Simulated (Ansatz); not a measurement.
# C3H4FNO (SMILES C=CF.N=C=O): a chain of runs

Wanted: a series of 60 runs (BLYP-D3(BJ)/6-311+G**, HSE06-D3(BJ)-ATM/6-311+G**, PBEsol-D3(BJ)-ATM/6-311+G**, HSE06-D4/6-311+G**, wB97M-V/6-311+G**, B3LYP-D3(BJ)/6-311+G**, BLYP-D4/6-311+G**, RPA@PBE/6-311+G**, and more) of C3H4FNO and its partners. 

The calculation is run with Ansatz 0.2.0.

**1. The structure to begin with**

C3H4FNO: 10 atoms, total charge 0, spin state singlet. SMILES: `C=CF.N=C=O`. Geometry: relaxed at GFN2-xTB.

Bond lengths: C1–C2 1.313 Å, C2–F3 1.347 Å, N7–C8 1.190 Å, C8–O9 1.156 Å, C1–H4 1.076 Å, C1–H5 1.073 Å, C2–H6 1.080 Å, N7–H10 0.995 Å. Angles: C1–C2–F3 121.8°, N7–C8–O9 169.4°, C1–C2–H6 127.0°, F3–C2–H6 111.2°, C2–C1–H4 121.5°, C2–C1–H5 120.4°, C8–N7–H10 135.9°, H4–C1–H5 118.0°.

**2. A single-point energy at BLYP-D3(BJ)/6-311+G(d,p) (run 1)**

The input, run.yaml:

```yaml
crystal:
  periodic: [false, false, false]
  atoms:
    - {symbol: C, position_ang: [-1.808960, -1.495830, -0.558900]}
    - {symbol: C, position_ang: [-1.056710, -0.477170, -0.210460]}
    - {symbol: F, position_ang: [-0.520680, -0.379700, 1.021790]}
    - {symbol: H, position_ang: [-2.026420, -2.294870, 0.127420]}
    - {symbol: H, position_ang: [-2.226520, -1.550860, -1.545790]}
    - {symbol: H, position_ang: [-0.784220, 0.369080, -0.823830]}
    - {symbol: "N", position_ang: [1.661520, 1.729800, 0.980330]}
    - {symbol: C, position_ang: [2.457410, 1.465070, 0.135950]}
    - {symbol: O, position_ang: [3.253660, 1.419590, -0.700210]}
    - {symbol: H, position_ang: [1.050930, 1.214910, 1.573710]}
basis:
  gaussian: {orbitals: 6-311+G_st__st_.json}
hamiltonian: {xc: {name: BLYP}, dispersion: d3bj}
```

The basis set 6-311+G** is read from a file made from the Basis Set Exchange's data (not shown).

The run is started by

```bash
$ ansatz run run.yaml --threads 1 --pin off --max-ram 2610MiB --events-out events.jsonl --progress --plain --runs-dir runs
```

What it wrote:

```text
Warning: RAYON_NUM_THREADS=1 ignored (pool sized by the plan → 1); use --threads N
Functional definition: BLYP
  name "BLYP"
  parameter beta = 0.0042
  parameter a = 0.04918
  parameter b = 0.132
  parameter c = 0.2533
  parameter d = 0.349
  exchange = b88_x(beta = beta)
  correlation = lyp_c(a = a, b = b, c = c, d = d)
1269 factors; their error is unknown
mean field evaluation 1: about -9413.2117 eV, gradient 9.3e1 eV
mean field evaluation 2: about -9385.1940 eV, gradient 1.4e2 eV
mean field evaluation 4: about -9429.5104 eV, gradient 2.0e1 eV
mean field evaluation 8: about -9430.2304 eV, gradient 1.9e-1 eV
mean field evaluation 16: about -9430.1879 eV, gradient 1.5e-4 eV
mean field -9430.18788880 eV, -346.5530129026 hartree, gradient 6.3e-5 eV, S^2 0.000000; 0 other end points of the search recorded, 0 dependent functions left out
reference -9430.18834254 eV, -346.5530295771 hartree; 23, 23 occupied and 133, 133 virtual orbitals, 1269 factors
Total energy: -9430.47739051 eV, -346.5636518939 hartree
```

It took 6.6 s on 1 thread of Intel Xeon at 2.70GHz, shared host; peak memory 0.18 GiB.

**3. C2H3F: the energy at BLYP-D3(BJ)/6-311+G(d,p) (run 2)**

The input, molecule.yaml:

```yaml
crystal:
  periodic: [false, false, false]
  atoms:
    - {symbol: C, position_ang: [-1.808960, -1.495830, -0.558900]}
    - {symbol: C, position_ang: [-1.056710, -0.477170, -0.210460]}
    - {symbol: F, position_ang: [-0.520680, -0.379700, 1.021790]}
    - {symbol: H, position_ang: [-2.026420, -2.294870, 0.127420]}
    - {symbol: H, position_ang: [-2.226520, -1.550860, -1.545790]}
    - {symbol: H, position_ang: [-0.784220, 0.369080, -0.823830]}
basis:
  gaussian: {orbitals: 6-311+G_st__st_.json}
hamiltonian: {xc: {name: BLYP}, dispersion: d3bj}
```

The basis set 6-311+G** is read from a file made from the Basis Set Exchange's data (not shown).

The run is started by

```bash
$ ansatz run molecule.yaml --threads 1 --pin off --max-ram 2610MiB --events-out events.jsonl --progress --plain --runs-dir runs
```

What it wrote, shortened:

```text
Warning: RAYON_NUM_THREADS=1 ignored (pool sized by the plan → 1); use --threads N
[... 9 set-up lines as earlier in the session ...]
675 factors; their error is unknown
mean field evaluation 1: about -4830.7366 eV, gradient 6.1e1 eV
mean field evaluation 2: about -4819.8430 eV, gradient 8.0e1 eV
mean field evaluation 4: about -4838.9928 eV, gradient 1.2e1 eV
mean field evaluation 8: about -4839.2613 eV, gradient 1.7e-1 eV
mean field -4839.24421577 eV, -177.8389447719 hartree, gradient 3.5e-5 eV, S^2 0.000000; 0 other end points of the search recorded, 0 dependent functions left out
reference -4839.24455425 eV, -177.8389572109 hartree; 12, 12 occupied and 72, 72 virtual orbitals, 675 factors
Total energy: -4839.38588664 eV, -177.8441510804 hartree
```

Run time: 1.3 s. Hardware: 1 thread of Intel Xeon at 2.70GHz, shared host; peak memory 0.1 GiB.

Runs 3 to 4 aren't shown in full; the table further down has their settings and results.

**4. CHNO among ghost functions: the energy at BLYP-D3(BJ)/6-311+G(d,p) (with ghost functions) (run 5)**

The input, in.yaml:

```yaml
crystal:
  periodic: [false, false, false]
  atoms:
    - {symbol: "N", position_ang: [1.661520, 1.729800, 0.980330]}
    - {symbol: C, position_ang: [2.457410, 1.465070, 0.135950]}
    - {symbol: O, position_ang: [3.253660, 1.419590, -0.700210]}
    - {symbol: H, position_ang: [1.050930, 1.214910, 1.573710]}
basis:
  gaussian:
    orbitals: 6-311+G_st__st_.json
    ghost_atoms: [{symbol: C, position_ang: [-1.808960, -1.495830, -0.558900]}, {symbol: C, position_ang: [-1.056710, -0.477170, -0.210460]}, {symbol: F, position_ang: [-0.520680, -0.379700, 1.021790]}, {symbol: H, position_ang: [-2.026420, -2.294870, 0.127420]}, {symbol: H, position_ang: [-2.226520, -1.550860, -1.545790]}, {symbol: H, position_ang: [-0.784220, 0.369080, -0.823830]}]
hamiltonian:
  xc: {name: BLYP}
  dispersion: d3bj
```

The basis set 6-311+G** is read from a file made from the Basis Set Exchange's data (not shown).

The run is started by

```bash
$ ansatz run in.yaml --threads 1 --pin off --max-ram 2610MiB --events-out events.jsonl --progress --plain --runs-dir runs
```

What it wrote, shortened:

```text
Warning: RAYON_NUM_THREADS=1 ignored (pool sized by the plan → 1); use --threads N
[... 9 set-up lines as earlier in the session ...]
1097 factors; their error is unknown
mean field evaluation 1: about -4582.3742 eV, gradient 7.1e1 eV
mean field evaluation 2: about -4564.5843 eV, gradient 1.1e2 eV
mean field evaluation 4: about -4590.4505 eV, gradient 1.7e1 eV
mean field evaluation 8: about -4590.8969 eV, gradient 1.2e-1 eV
mean field -4590.89688383 eV, -168.7123486589 hartree, gradient 9.3e-6 eV, S^2 0.000000; 0 other end points of the search recorded, 0 dependent functions left out
reference -4590.89721029 eV, -168.7123606564 hartree; 11, 11 occupied and 145, 145 virtual orbitals, 1097 factors
Total energy: -4590.98590134 eV, -168.7156199924 hartree
```

It took 2.9 s on 1 thread of Intel Xeon at 2.70GHz, shared host; peak memory 0.17 GiB.

Runs 6 to 59 aren't shown in full; the table further down has their settings and results.

**5. CHNO among ghost functions: a single-point energy at PBEsol-D4/6-311+G(d,p) (with ghost functions) (run 60)**

in.yaml, as its differences from that of step 4:

```diff
@@ -11,4 +11,5 @@
     ghost_atoms: [{symbol: C, position_ang: [-1.808960, -1.495830, -0.558900]}, {symbol: C, position_ang: [-1.056710, -0.477170, -0.210460]}, {symbol: F, position_ang: [-0.520680, -0.379700, 1.021790]}, {symbol: H, position_ang: [-2.026420, -2.294870, 0.127420]}, {symbol: H, position_ang: [-2.226520, -1.550860, -1.545790]}, {symbol: H, position_ang: [-0.784220, 0.369080, -0.823830]}]
+total_charge: 0
 hamiltonian:
-  xc: {name: BLYP}
-  dispersion: d3bj
+  xc: pbesol
+  dispersion: d4
```

The basis set 6-311+G** is read from a file made from the Basis Set Exchange's data (not shown).

The run is started by

```bash
$ ansatz run in.yaml --threads 1 --pin off --max-ram 2610MiB --events-out events.jsonl --progress --plain --runs-dir runs
```

What it wrote:

```text
Warning: RAYON_NUM_THREADS=1 ignored (pool sized by the plan → 1); use --threads N
Functional definition: PBEsol
  name "PBEsol"
  exchange = pbesol_x
  correlation = pbesol_c
1097 factors; their error is unknown
mean field evaluation 1: about -4562.7268 eV, gradient 6.4e1 eV
mean field evaluation 2: about -4549.0455 eV, gradient 9.9e1 eV
mean field evaluation 4: about -4569.6819 eV, gradient 1.4e1 eV
mean field evaluation 8: about -4569.9598 eV, gradient 1.0e-1 eV
mean field -4569.95978413 eV, -167.9429244366 hartree, gradient 6.9e-6 eV, S^2 0.000000; 0 other end points of the search recorded, 0 dependent functions left out
reference -4569.95983997 eV, -167.9429264889 hartree; 11, 11 occupied and 145, 145 virtual orbitals, 1097 factors
Total energy: -4569.97129806 eV, -167.9433475658 hartree
```

Wall time 3.9 s (1 thread of Intel Xeon at 2.70GHz, shared host); peak memory 0.17 GiB.

**6. The series**

| run | level | fragment atoms | contact | partner | energy (Eh) | dispersion energy (kJ/mol) | wall time |
| --- | --- | --- | --- | --- | --- | --- | --- |
| 1 | BLYP-D3(BJ)/6-311+G** | – | – | base | -346.563652 | -27.89 | 6.6 s |
| 2 | BLYP-D3(BJ)/6-311+G** | (1, 2, 3, 4, 5, 6) | base | fragment | -177.844151 | -13.64 | 1.3 s |
| 3 | BLYP-D3(BJ)/6-311+G** (with ghost functions) | (1, 2, 3, 4, 5, 6) | base | fragment with ghosts | -177.844304 | -13.64 | 3.3 s |
| 4 | BLYP-D3(BJ)/6-311+G** | (7, 8, 9, 10) | base | fragment | -168.715333 | -8.56 | 1 s |
| 5 | BLYP-D3(BJ)/6-311+G** (with ghost functions) | (7, 8, 9, 10) | base | fragment with ghosts | -168.715620 | -8.56 | 2.9 s |
| 6 | HSE06-D3(BJ)-ATM/6-311+G** | – | – | base | -346.220627 | -8.70 | 4.2 s |
| 7 | HSE06-D3(BJ)-ATM/6-311+G** | (1, 2, 3, 4, 5, 6) | base | fragment | -177.676895 | -3.62 | 1.2 s |
| 8 | HSE06-D3(BJ)-ATM/6-311+G** (with ghost functions) | (1, 2, 3, 4, 5, 6) | base | fragment with ghosts | -177.677076 | -3.62 | 3.3 s |
| 9 | HSE06-D3(BJ)-ATM/6-311+G** | (7, 8, 9, 10) | base | fragment | -168.539138 | -2.29 | 1 s |
| 10 | HSE06-D3(BJ)-ATM/6-311+G** (with ghost functions) | (7, 8, 9, 10) | base | fragment with ghosts | -168.539443 | -2.29 | 2.9 s |
| 11 | PBEsol-D3(BJ)-ATM/6-311+G** | – | – | base | -344.991894 | -5.40 | 2.9 s |
| 12 | PBEsol-D3(BJ)-ATM/6-311+G** | (1, 2, 3, 4, 5, 6) | base | fragment | -177.044353 | -2.06 | 0.98 s |
| 13 | PBEsol-D3(BJ)-ATM/6-311+G** (with ghost functions) | (1, 2, 3, 4, 5, 6) | base | fragment with ghosts | -177.044539 | -2.06 | 2.4 s |
| 14 | PBEsol-D3(BJ)-ATM/6-311+G** | (7, 8, 9, 10) | base | fragment | -167.943101 | -1.30 | 0.75 s |
| 15 | PBEsol-D3(BJ)-ATM/6-311+G** (with ghost functions) | (7, 8, 9, 10) | base | fragment with ghosts | -167.943422 | -1.30 | 2.4 s |
| 16 | HSE06-D4/6-311+G** | – | – | base | -346.221057 | -9.83 | 6.6 s |
| 17 | HSE06-D4/6-311+G** | (1, 2, 3, 4, 5, 6) | base | fragment | -177.677132 | -4.24 | 1.3 s |
| 18 | HSE06-D4/6-311+G** (with ghost functions) | (1, 2, 3, 4, 5, 6) | base | fragment with ghosts | -177.677313 | -4.24 | 3.9 s |
| 19 | HSE06-D4/6-311+G** | (7, 8, 9, 10) | base | fragment | -168.539323 | -2.78 | 1 s |
| 20 | HSE06-D4/6-311+G** (with ghost functions) | (7, 8, 9, 10) | base | fragment with ghosts | -168.539628 | -2.78 | 5.4 s |
| 21 | wB97M-V/6-311+G** | – | – | base | -346.501460 | – | 15 s |
| 22 | wB97M-V/6-311+G** | (1, 2, 3, 4, 5, 6) | base | fragment | -177.812486 | – | 6.9 s |
| 23 | wB97M-V/6-311+G** (with ghost functions) | (1, 2, 3, 4, 5, 6) | base | fragment with ghosts | -177.812655 | – | 17 s |
| 24 | wB97M-V/6-311+G** | (7, 8, 9, 10) | base | fragment | -168.684342 | – | 3.6 s |
| 25 | wB97M-V/6-311+G** (with ghost functions) | (7, 8, 9, 10) | base | fragment with ghosts | -168.684652 | – | 9.3 s |
| 26 | B3LYP-D3(BJ)/6-311+G** | – | – | base | -346.632831 | -22.69 | 6.6 s |
| 27 | B3LYP-D3(BJ)/6-311+G** | (1, 2, 3, 4, 5, 6) | base | fragment | -177.888574 | -11.00 | 2.2 s |
| 28 | B3LYP-D3(BJ)/6-311+G** (with ghost functions) | (1, 2, 3, 4, 5, 6) | base | fragment with ghosts | -177.888737 | -11.00 | 5.7 s |
| 29 | B3LYP-D3(BJ)/6-311+G** | (7, 8, 9, 10) | base | fragment | -168.739577 | -6.92 | 1.8 s |
| 30 | B3LYP-D3(BJ)/6-311+G** (with ghost functions) | (7, 8, 9, 10) | base | fragment with ghosts | -168.739870 | -6.92 | 5.1 s |
| 31 | BLYP-D4/6-311+G** | – | – | base | -346.563535 | -27.58 | 3.9 s |
| 32 | BLYP-D4/6-311+G** | (1, 2, 3, 4, 5, 6) | base | fragment | -177.844048 | -13.37 | 1.3 s |
| 33 | BLYP-D4/6-311+G** (with ghost functions) | (1, 2, 3, 4, 5, 6) | base | fragment with ghosts | -177.844201 | -13.37 | 4.5 s |
| 34 | BLYP-D4/6-311+G** | (7, 8, 9, 10) | base | fragment | -168.715408 | -8.75 | 1.2 s |
| 35 | BLYP-D4/6-311+G** (with ghost functions) | (7, 8, 9, 10) | base | fragment with ghosts | -168.715695 | -8.75 | 6 s |
| 36 | RPA@PBE/6-311+G** | – | – | base | -346.190391 | – | 9.9 s |
| 37 | RPA@PBE/6-311+G** | (1, 2, 3, 4, 5, 6) | base | fragment | -177.671501 | – | 1.9 s |
| 38 | RPA@PBE/6-311+G** (with ghost functions) | (1, 2, 3, 4, 5, 6) | base | fragment with ghosts | -177.672226 | – | 6.6 s |
| 39 | RPA@PBE/6-311+G** | (7, 8, 9, 10) | base | fragment | -168.514455 | – | 2 s |
| 40 | RPA@PBE/6-311+G** (with ghost functions) | (7, 8, 9, 10) | base | fragment with ghosts | -168.515746 | – | 5.7 s |
| 41 | PBE-D3(BJ)/6-311+G** | – | – | base | -346.241586 | -13.72 | 3.3 s |
| 42 | PBE-D3(BJ)/6-311+G** | (1, 2, 3, 4, 5, 6) | base | fragment | -177.680852 | -6.51 | 1.7 s |
| 43 | PBE-D3(BJ)/6-311+G** (with ghost functions) | (1, 2, 3, 4, 5, 6) | base | fragment with ghosts | -177.681019 | -6.51 | 3.9 s |
| 44 | PBE-D3(BJ)/6-311+G** | (7, 8, 9, 10) | base | fragment | -168.556291 | -4.02 | 0.97 s |
| 45 | PBE-D3(BJ)/6-311+G** (with ghost functions) | (7, 8, 9, 10) | base | fragment with ghosts | -168.556587 | -4.02 | 3.3 s |
| 46 | B2PLYP/6-311+G** | – | – | base | -346.323252 | – | 12 s |
| 47 | B2PLYP/6-311+G** | (1, 2, 3, 4, 5, 6) | base | fragment | -177.726308 | – | 2.6 s |
| 48 | B2PLYP/6-311+G** (with ghost functions) | (1, 2, 3, 4, 5, 6) | base | fragment with ghosts | -177.726587 | – | 5.4 s |
| 49 | B2PLYP/6-311+G** | (7, 8, 9, 10) | base | fragment | -168.593262 | – | 1.4 s |
| 50 | B2PLYP/6-311+G** (with ghost functions) | (7, 8, 9, 10) | base | fragment with ghosts | -168.593783 | – | 7.8 s |
| 51 | MP2/6-311+G** | – | – | base | -345.737526 | – | 4.2 s |
| 52 | MP2/6-311+G** | (1, 2, 3, 4, 5, 6) | base | fragment | -177.424601 | – | 0.75 s |
| 53 | MP2/6-311+G** (with ghost functions) | (1, 2, 3, 4, 5, 6) | base | fragment with ghosts | -177.425121 | – | 3.6 s |
| 54 | MP2/6-311+G** | (7, 8, 9, 10) | base | fragment | -168.308436 | – | 0.73 s |
| 55 | MP2/6-311+G** (with ghost functions) | (7, 8, 9, 10) | base | fragment with ghosts | -168.309419 | – | 2.2 s |
| 56 | PBEsol-D4/6-311+G** | – | – | base | -344.991566 | -4.54 | 3.9 s |
| 57 | PBEsol-D4/6-311+G** | (1, 2, 3, 4, 5, 6) | base | fragment | -177.044215 | -1.70 | 1 s |
| 58 | PBEsol-D4/6-311+G** (with ghost functions) | (1, 2, 3, 4, 5, 6) | base | fragment with ghosts | -177.044401 | -1.70 | 2.3 s |
| 59 | PBEsol-D4/6-311+G** | (7, 8, 9, 10) | base | fragment | -167.943027 | -1.11 | 1.1 s |
| 60 | PBEsol-D4/6-311+G** (with ghost functions) | (7, 8, 9, 10) | base | fragment with ghosts | -167.943348 | -1.11 | 3.9 s |

**7. Results**

| quantity | value |
| --- | --- |
| CHNO among ghost functions, run 60: total energy | -167.94335 Eh |
| CHNO among ghost functions, run 60: dispersion energy | -1.11 kJ/mol |
| interaction energy of the rigid parts C2H3F and CHNO (parts in their own basis; closest atoms 2.31 Å apart), BLYP-D3(BJ)/6-311+G** | -0.113 eV |
| interaction energy of the rigid parts C2H3F and CHNO (parts in their own basis; closest atoms 2.31 Å apart), PBEsol-D3(BJ)-ATM/6-311+G** | -0.121 eV |
| interaction energy of the rigid parts C2H3F and CHNO (parts in their own basis; closest atoms 2.31 Å apart), wB97M-V/6-311+G** | -0.126 eV |
| interaction energy of the rigid parts C2H3F and CHNO (parts in the whole basis, counterpoise; closest atoms 2.31 Å apart), BLYP-D4/6-311+G** | -0.099 eV |
| interaction energy of the rigid parts C2H3F and CHNO (parts in their own basis; closest atoms 2.31 Å apart), RPA@PBE/6-311+G** | -0.121 eV |
| interaction energy of the rigid parts C2H3F and CHNO (parts in their own basis; closest atoms 2.31 Å apart), B2PLYP/6-311+G** | -0.100 eV |
| interaction energy of the rigid parts C2H3F and CHNO (parts in the whole basis, counterpoise; closest atoms 2.31 Å apart), B2PLYP/6-311+G** | -0.078 eV |
| interaction energy of the rigid parts C2H3F and CHNO (parts in the whole basis, counterpoise; closest atoms 2.31 Å apart), PBEsol-D4/6-311+G** | -0.104 eV |

What this shows: At BLYP-D3(BJ)/6-311+G**: the interaction energy of the rigid parts C2H3F and CHNO (parts in their own basis; closest atoms 2.31 Å apart) is −0.11 eV (−2.6 kcal/mol): the parts attract. Without counterpoise this holds the superposition error of the basis. At PBEsol-D3(BJ)-ATM/6-311+G**: the interaction energy of the rigid parts C2H3F and CHNO (parts in their own basis; closest atoms 2.31 Å apart) is −0.12 eV (−2.8 kcal/mol): the parts attract. At wB97M-V/6-311+G**: the interaction energy of the rigid parts C2H3F and CHNO (parts in their own basis; closest atoms 2.31 Å apart) is −0.13 eV (−2.9 kcal/mol): the parts attract. At BLYP-D4/6-311+G**: the interaction energy of the rigid parts C2H3F and CHNO (parts in the whole basis, counterpoise; closest atoms 2.31 Å apart) is −0.10 eV (−9.6 kJ/mol): the parts attract. At RPA@PBE/6-311+G**: the interaction energy of the rigid parts C2H3F and CHNO (parts in their own basis; closest atoms 2.31 Å apart) is −0.12 eV (−2.8 kcal/mol): the parts attract. At B2PLYP/6-311+G**: the interaction energy of the rigid parts C2H3F and CHNO (parts in their own basis; closest atoms 2.31 Å apart) is −0.10 eV (−2.3 kcal/mol): the parts attract. Totals of different functionals can't be ranked against each other. All runs together took 4 min, the longest 17 s.
